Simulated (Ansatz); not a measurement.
Process, species as SMILES: N#C (CH-N) + H+ → C#[NH+]
B3LYP-D3(BJ)/def2-TZVP geometries, fixed; electronic energies without zero-point terms; positive where energy is released.
Largest species:
```xyz
4

C      0.0000     0.0000    -0.5980
N      0.0000     0.0000     0.5315
H      0.0000     0.0000    -1.6793
H      0.0000     0.0000     1.5473
```
Charge +1, spin multiplicity 1.

Energies in hartree at PBE with Ansatz (an electronic-structure program); the proton affinity is their sum with the coefficients shown, times 627.509 kcal/mol a hartree; the bare proton counts zero. All functions are spherical. The program fits the integrals of some runs and decomposes those of others, by size. The proton sits at the site shown, which need not be the one that binds it best. No added dispersion term, no relativity.

```tsv
species	coefficient	part	cc-pVDZ	cc-pVTZ	cc-pVQZ
C#N (CH-N)	+1	PBE	-93.31413	-93.34369	-93.35129
C#[NH+]	-1	PBE	-93.59354	-93.62419	-93.63138
```

Q: Predict the proton affinity in cc-pV5Z (X = 5): let each PBE step shrink by the ratio of the last two. Compare with the run.

A: 
- C#N (CH-N): steps -0.02956 and -0.00760, ratio 0.257, so PBE -93.35324 (run: -93.35380).
- C#[NH+]: steps -0.03065 and -0.00719, ratio 0.235, so PBE -93.63307 (run: -93.63364).
Predicted 175.60 kcal/mol; the run in cc-pV5Z gives 175.60, a miss of -0.01. Keeping the value in cc-pVQZ, 175.76, would miss by 0.16. All sums are of the energies as printed.
